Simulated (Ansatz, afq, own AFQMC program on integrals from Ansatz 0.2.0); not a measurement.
AFQMC on a folder of integrals that Ansatz 0.2.0 wrote.

```yaml
crystal:
  periodic: [false, false, false]
  atoms:
    - {symbol: O, position_ang: [0.000000, 0.000000, 0.000000]}
    - {symbol: O, position_ang: [0.000000, 0.000000, 1.345600]}
basis:
  gaussian: {orbitals: 6-31G}
total_charge: 1
magnetization: {spin_polarized: true, initial_magnetization: 3}
correlation: {method: ccsd_t, electrons: outside_noble_gas, hamiltonian_folder: ham}
```

```sh
$ ansatz run in.yaml --threads 1 --pin off --events-out ev --progress --plain --max-ram 16896MiB --backend cuda --devices 0, --max-vram 18GiB
```

afq runs on the folder ham with

```
--method free --trial hf --walkers 200 --time-step 0.01 --max-blocks 30 --target-error 0.0008 --factor-cut 1e-05 --seed 1367 --times 0.0,0.2,0.4,0.8,1.2 --taylor-order 8
```

Times are imaginary, in 1/Eh. The walk had a cap of 60 s.

Log:

```
orbitals 16  electrons 7 4  factors 88 of 155
reference energy -149.02596651 Eh
CCSD correlation -0.19694370 Eh in 11 cycles, weight of the determinant in the CISD state 0.9144
repeat  energy at the last time / Eh  error
    10  -149.224003  0.004629
    20  -149.227351  0.002790
    30  -149.227117  0.002389
time / (1/Eh)  energy / Eh  error  mean overlap
  0.00  -149.217759  0.001861  1.0000
  0.20  -149.222143  0.002311  0.9986
  0.40  -149.222850  0.002057  1.0057
  0.80  -149.221427  0.002465  1.0178
  1.20  -149.227117  0.002389  1.0204
energy -149.227117 +/- 0.002389 Eh
```

The run passed its tests (error under three times the target), which doesn't prove that it has relaxed.

Against this walk (error 65.0 meV) on the same determinant: CCSD(T) 25.8 meV lower (within the noise), CCSDT(Q) 85.8 meV lower (within the noise), CCSDTQ 88.7 meV lower (within the noise), full CI 90.6 meV lower (within the noise). The error is statistical, and a free projection of finite length keeps a remainder of its start. The last points scatter (meV from the last: 255 ± 51 at 0.00, 135 ± 63 at 0.20, 116 ± 56 at 0.40, 155 ± 67 at 0.80, 0 ± 65 at 1.20); the last is the one printed as the energy, and the gaps above move with that scatter.

Cautions: remainder of the start not in the error; error above the target (65.0 against 21.8 meV); lower spins were not checked; the search met a lower determinant of the same kind, perhaps of another symmetry (66 meV lower), and this one is a saddle point; the CCSD(T) amplitudes may be one of several solutions (largest double 0.13); the CCSDT(Q) amplitudes may be one of several solutions (largest double 0.14); the CCSDTQ amplitudes may be one of several solutions (largest double 0.14).

The walk took 5.9 s on 1 × NVIDIA H100 80GB HBM3 with 2 threads of AMD EPYC 7R13 Processor (Zen 3) (shared host) (the card was shared). The log's last line is the free-projection energy.

CCSDT and higher add their correlation energy to the determinant of the CCSD(T) run, since their own runs factorise the integrals more tightly (a shift of under 2 meV). A walk keeps the symmetry of its determinant, which the program's search chose and which needn't be the lowest solution, so a lower state of the same spin and another symmetry isn't excluded.
